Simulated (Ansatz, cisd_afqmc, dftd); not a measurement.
Barrier from Cl- (singlet) + CH3Cl (chloromethane, SMILES CCl) to the saddle point below; all geometries are those of the NHTBH38 set.
```xyz
6

Cl     2.3226     0.0000     0.0001
C      0.0000     0.0000     0.0000
H      0.0000    -0.7448    -0.7671
H      0.0000    -0.2919     1.0285
H      0.0000     1.0367    -0.2614
Cl    -2.3226     0.0000    -0.0001
```
Charge -1, spin multiplicity 1.

Wanted: barrier height (electronic, no zero-point energy), in kcal/mol. UHF or UKS for unpaired electrons; spin-orbit terms are left out. Cores are frozen in correlated methods. Rows without X2C or -DK are non-relativistic. The Monte Carlo rows (phaseless AFQMC, CISD trial, step 0.005/hartree) carry one-sigma bars that omit the constraint's bias. Outlying blocks are dropped, and bars are widened where a walk drifts. Over all cases where full CI ran beside it in this data, AFQMC minus full CI had a median of +0.1 mEh and passed +0.4 mEh in a tenth of the cases. CBS(X,Y): correlation extrapolated as X^-3, Hartree-Fock from the larger set. A bracket is a step between two methods taken in the basis named. The functionals are non-relativistic, so their misses hold any scalar relativity. Double hybrids freeze cores in their MP2 part. 'core' is core correlation in cc-pwCVTZ (1s frozen past Ne), 'X2C' scalar relativity in cc-pVTZ-DK, both at CCSD(T). def2-TZVPD holds few diffuse functions, which lowers the functionals' binding of the extra electron.

Published benchmark value: 3.1 kcal/mol (Zhao et al., NHTBH38), a best estimate, not a measurement.

| level | program | barrier height (kcal/mol) | difference against that value |
|---|---|---|---|
| PBE/def2-TZVPD | Ansatz | -3.3 | -6.4 |
| B3LYP-D4/def2-TZVPD | Ansatz + dftd4 | -2.2 | -5.3 |
| CAM-B3LYP/def2-TZVPD | Ansatz | 3.0 | -0.1 |
| B2PLYP-D3(BJ)/def2-TZVPD | Ansatz + dftd3 | 0.2 | -2.9 |
| B2GP-PLYP-D3(BJ)/def2-TZVPD | Ansatz + dftd3 | 1.4 | -1.7 |
| MP2/aug-cc-pV(D+d)Z | Ansatz | 2.9 | -0.2 |
| CCSD/CBS(aug-cc-pV(T+d)Z,aug-cc-pV(Q+d)Z) | Ansatz | 4.9 | 1.8 |
| AFQMC/CISD/aug-cc-pV(T+d)Z | cisd_afqmc | 1.7 ± 0.5 | -1.4 |
| CCSD(T)/CBS(aug-cc-pV(T+d)Z,aug-cc-pV(Q+d)Z) + [AFQMC/CISD - CCSD(T)]/aug-cc-pV(T+d)Z + core + X2C | Ansatz + cisd_afqmc | 2.3 ± 0.5 | -0.8 |

Ansatz is a first-principles code.
